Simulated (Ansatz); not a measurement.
## Ansatz (development build ahead of 0.2.0) run

```yaml
crystal:
  periodic: [false, false, false]
  atoms:
    - { symbol: C, position_ang: [-0.4907, -1.14279, -0.07902] }
    - { symbol: C, position_ang: [0.08345, 0.20404, 0.01929] }
    - { symbol: C, position_ang: [0.55488, 1.29566, 0.09426] }
    - { symbol: H, position_ang: [-0.95724, -1.29047, -1.05312] }
    - { symbol: H, position_ang: [0.28487, -1.89783, 0.04822] }
    - { symbol: H, position_ang: [-1.24649, -1.29567, 0.69103] }
    - { symbol: H, position_ang: [0.9805, 2.26921, 0.16217] }
basis:
  gaussian: { orbitals: def2-SVP }
magnetization:
  spin_polarized: true
  initial_magnetization: 2
hamiltonian:
  xc: hf
output:
  forces: true
```

The input is written out in the form of the current development build from the run's settings.

Output:

```yaml
Converged: yes
Total_energy: -115.58950 hartree
Spin_squared_of_the_determinant: 2.019
Stability_test: minimum
```

Forces (eV/Å):
| atom | Fx | Fy | Fz |
| --- | --- | --- | --- |
| C1 | 0.314 | 0.728 | 0.061 |
| C2 | -5.572 | -13.364 | -0.547 |
| C3 | 5.684 | 13.277 | 0.783 |
| H4 | -0.268 | -0.362 | -0.281 |
| H5 | 0.030 | -0.086 | -0.040 |
| H6 | -0.121 | -0.061 | 0.021 |
| H7 | -0.067 | -0.133 | 0.003 |

Caution: another spin multiplicity may lie lower.
